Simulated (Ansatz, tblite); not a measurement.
# The cluster Li3Al: a ladder of methods and basis sets

The task here is to estimate one member of a computed series from the others.

The runs use Ansatz 0.2.0, Gaussian basis; as each input shows.

Plan: GFN1-xTB, GFN2-xTB, PBE-D4/def2-TZVP, r2SCAN-D4/def2-TZVP, HSE06-D4/def2-TZVP, CAM-B3LYP-D4/def2-TZVP, revPBE-D4/def2-TZVP, ωB97X-V/def2-TZVP, BHLYP-D4/def2-TZVP, PBE-D4/def2-SVP, PBE0-D4/def2-SVP, HF/STO-3G, PBE0-D4/def2-TZVPD, PBE-D4/def2-TZVPD, r2SCAN-D4/def2-TZVPD, CCSD(T)/def2-TZVPP, MP2/def2-TZVP, RPA/def2-TZVP, CCSD(T)/def2-TZVPD.

1 further run of the same task is left out (set aside as unsound or not needed). Runs told in other sessions of the task aren't counted.

### The structure

The singlet was relaxed beforehand with PBE0-D4/def2-TZVP. At that level it is the lowest of the isomers that a small search found.

4 atoms, charge 0, spin multiplicity 1.

Bond lengths: Al1–Li2 2.708 Å, Al1–Li3 2.708 Å, Al1–Li4 2.881 Å. Angles: Li2–Al1–Li3 134.5°, Li2–Al1–Li4 67.3°, Li3–Al1–Li4 67.3°.

PBE0-D4/def2-TZVP was run before; its log isn't repeated, and its numbers join the tables.

The first run:

Tight binding, by tblite at 300 K electronic temperature and without a spin-polarisation term:

```python
tblite.interface.Calculator('GFN1-xTB', numbers, positions, charge=0, uhf=0).singlepoint()
```

Tight binding, by tblite at 300 K electronic temperature and without a spin-polarisation term:

```python
tblite.interface.Calculator('GFN2-xTB', numbers, positions, charge=0, uhf=0).singlepoint()
```

start.molden holds the orbitals of an earlier run on this state, given as this run's starting guess.

Contents of in.yaml:

```yaml
crystal:
  periodic: [false, false, false]
  atoms:
    - {symbol: Al, position_ang: [0.854938, 0.360074, -0.828647]}
    - {symbol: Li, position_ang: [0.167851, -2.245926, -1.097914]}
    - {symbol: Li, position_ang: [0.086098, 2.365396, 0.821653]}
    - {symbol: Li, position_ang: [-1.108877, -0.479544, 1.104918]}
basis:
  gaussian: {orbitals: def2-TZVP, initial_orbitals: start.molden}
hamiltonian: {xc: pbe, dispersion: d4}
scf: {omitted_lower_state_checks: [starts]}
output: {orbitals: {seedname: orbitals}}
```

Launch:

```sh
$ ansatz run in.yaml --threads 4 --pin off --events-out ev --progress --plain --max-ram 3916MiB
```

Steps of the session up to this table: PBE-D4/def2-TZVP; r2SCAN-D4/def2-TZVP; HSE06-D4/def2-TZVP; CAM-B3LYP-D4/def2-TZVP; revPBE-D4/def2-TZVP; ωB97X-V/def2-TZVP; BHLYP-D4/def2-TZVP; PBE-D4/def2-SVP; PBE0-D4/def2-SVP; HF/STO-3G; PBE0-D4/def2-TZVPD; PBE-D4/def2-TZVPD; r2SCAN-D4/def2-TZVPD; CCSD(T)/def2-TZVPP; MP2/def2-TZVP; RPA/def2-TZVP; CCSD(T)/def2-TZVPD.

One of the session's tables, all rows but one given; the rest of the session is left out.

It belongs to the step «Levels side by side». 

```
                 level  HOMO (eV)  gap (eV)
             HF/STO-3G      -2.98      5.59
       PBE-D4/def2-SVP      -3.05      0.72
      PBE-D4/def2-TZVP      -3.12      0.72
     PBE-D4/def2-TZVPD      -3.14      0.71
   revPBE-D4/def2-TZVP      -3.10      0.75
   r2SCAN-D4/def2-TZVP      -3.12      0.85
  r2SCAN-D4/def2-TZVPD      -3.14      0.85
      PBE0-D4/def2-SVP      -3.54      1.94
     PBE0-D4/def2-TZVP      -3.63      1.92
    PBE0-D4/def2-TZVPD          ?         ?
    HSE06-D4/def2-TZVP      -3.28      1.22
    BHLYP-D4/def2-TZVP      -3.95      3.13
CAM-B3LYP-D4/def2-TZVP      -4.32      3.69
     ωB97X-V/def2-TZVP      -5.02      5.08
```

Q: Estimate the row for PBE0-D4/def2-TZVPD from the others.

**Answer.** HOMO (eV): -3.64; gap (eV): 1.89. In the column «HOMO (eV)» it lies between BHLYP-D4/def2-TZVP (-3.95) and PBE0-D4/def2-TZVP (-3.63).
